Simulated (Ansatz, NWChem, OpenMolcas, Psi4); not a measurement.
# Computed against measured: atomisation enthalpy at 298 K

6 molecules with open shells; the atomisation enthalpy at 298 K in kJ/mol, computed less measured. Shapes, held fixed at every level: PBE0-D4/def2-TZVP. Flexible molecules stand in one conformer, not always the lowest. Thermal terms are harmonic and unscaled (PBE0-D4/def2-TZVP); the spin-orbit lowering of the free atoms is taken from their spectra. Programs: Ansatz 0.2.0, NWChem 7.3.0, OpenMolcas 26.06, Psi4 1.11. A level may come from different programs for different species; with the same settings they agree closely. Measured values: Active Thermochemical Tables.

Levels: A = HF/3-21G; B = r2SCAN-D4/def2-TZVPP; C = B3LYP/6-31G* (spherical functions); D = MP2/def2-TZVPP.

```json
{"molecule": "C2HO (ethynyloxy radical)", "from tabulated heats": "1723", "A": "-759", "B": "+45", "C": "+1", "D": "+4"}
{"molecule": "CH3 (methyl radical)", "from tabulated heats": "1224", "A": "-310", "B": "+15", "C": "+3", "D": "-33"}
{"molecule": "CH3O (hydroxymethyl radical)", "from tabulated heats": "1636", "A": "-642", "B": "+15", "C": "-23", "D": "-23"}
{"molecule": "N2H3 (hydrazinyl radical)", "from tabulated heats": "1374", "A": "-811", "B": "+2", "C": "-5", "D": "-65"}
{"molecule": "C2H3O (SMILES C[C]=O)", "from tabulated heats": "2347", "A": "-879", "B": "+22", "C": "-4", "D": "-11"}
{"molecule": "C3H3 (SMILES [CH]1C=C1)", "from tabulated heats": "2318", "A": "-843", "B": "+33", "C": "-7", "D": "-12"}
```

**Question.** Sum up the errors.

**Answer.** 
```tsv
level	kind	mean error	mean absolute error	worst case
HF/3-21G	Hartree–Fock	-707.3	707.3	C2H3O
r2SCAN-D4/def2-TZVPP	meta-GGA	+22.0	22.0	C2HO
B3LYP/6-31G* (spherical functions)	global hybrid	-5.8	7.2	CH3O
MP2/def2-TZVPP	perturbation theory	-23.3	24.7	N2H3
```

On this set B3LYP/6-31G* (spherical functions) has the smallest mean absolute error and HF/3-21G the largest. HF/3-21G is too low in 6 of 6; r2SCAN-D4/def2-TZVPP is too high in 6 of 6; B3LYP/6-31G* (spherical functions) is too low in 4 of 6; MP2/def2-TZVPP is too low in 5 of 6. For HF/3-21G the error grows with the size of the molecule. Hartree–Fock lacks correlation and underbinds. Rows in very small basis sets show the basis more than the method. Correlated wave functions converge slowly with the basis. Spin contamination: C2HO (⟨S²⟩ up to 0.89). Open shells run unrestricted. The set is small.
